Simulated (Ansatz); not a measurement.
Species: C₄H₄N, net charge 0, doublet state. It need not be the lowest isomer of its formula. SMILES: C1[N]C=CC=1
Geometry: optimised at B3LYP-D3(BJ)/def2-TZVP (Ansatz, a program for electronic structure).

Parts of the frozen-core correlation energy in cc-pVDZ (Ansatz, hartree). Frozen orbitals: 5; correlated occupied orbitals by spin: 13 and 12; virtual: 72 and 73. Open shells are spin-unrestricted. No spin-orbit coupling. No relativistic terms.

| term | value |
|---|---|
| reference (HF) | -208.21548 |
| MP2 opposite-spin | ___ |
| MP2 same-spin | ___ |
| CCSD correlation | ___ |
| (T) | -0.02836 |
| T1 diagnostic | 0.023 |
| largest doubles amplitude | 0.070 |
| <S^2> of the reference | 0.887 |

Task: Some entries are withheld; supply them.

Result: 
- MP2 opposite-spin, value: -0.47435
- MP2 same-spin, value: -0.17041
- CCSD correlation, value: -0.68780
